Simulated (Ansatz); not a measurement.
# CH4AlCl: the cost of one run

All numbers below are computed with Ansatz 0.2.0 (RKS PBE/def2-mTZVP).

## 1. The starting structure

Bond lengths: Al1–Cl2 2.230 Å, Al1–H3 1.560 Å, Al1–C4 1.970 Å, C4–H5 1.110 Å, C4–H6 1.110 Å, C4–H7 1.110 Å. Angles: Cl2–Al1–H3 120.0°, Cl2–Al1–C4 120.0°, H3–Al1–C4 120.0°, Al1–C4–H5 109.5°, Al1–C4–H6 109.5°, Al1–C4–H7 109.5°, H5–C4–H6 109.4°, H5–C4–H7 109.4°, H6–C4–H7 109.4°.

As a file:

```xyz
7

Al    0.0000    0.0000    0.0000
Cl    0.0000    0.0000    2.2300
H     1.3510    0.0000   -0.7800
C    -1.7060    0.0000   -0.9850
H    -2.2662   -0.9305   -0.7558
H    -2.3102    0.8797   -0.6796
H    -1.5043    0.0508   -2.0753
```

## 2. Preparing the start

The input, input.yaml:

```yaml
crystal:
  periodic: [false, false, false]
  atoms:
    - { symbol: Al, position_ang: [0.0, 0.0, 0.0] }
    - { symbol: Cl, position_ang: [0.0, 0.0, 2.23] }
    - { symbol: H, position_ang: [1.351, 0.0, -0.78] }
    - { symbol: C, position_ang: [-1.706, 0.0, -0.985] }
    - { symbol: H, position_ang: [-2.2662, -0.9305, -0.7558] }
    - { symbol: H, position_ang: [-2.3102, 0.8797, -0.6796] }
    - { symbol: H, position_ang: [-1.5043, 0.0508, -2.0753] }
basis:
  gaussian: { orbitals: def2-mTZVP }
hamiltonian:
  xc: pbe
relax:
  f_tol: 0.02
  max_steps: 40
```

The run is started by

```
$ ansatz run input.yaml --threads 1 --pin off --max-ram 2048MiB --backend cpu --events-out ev --progress --plain --runs-dir out
```

Q: Estimate wall time and peak memory on 1 thread of AMD EPYC 9R45 (Zen 5), shared host.

About 4.7 s, with a peak of 0.16 GiB.
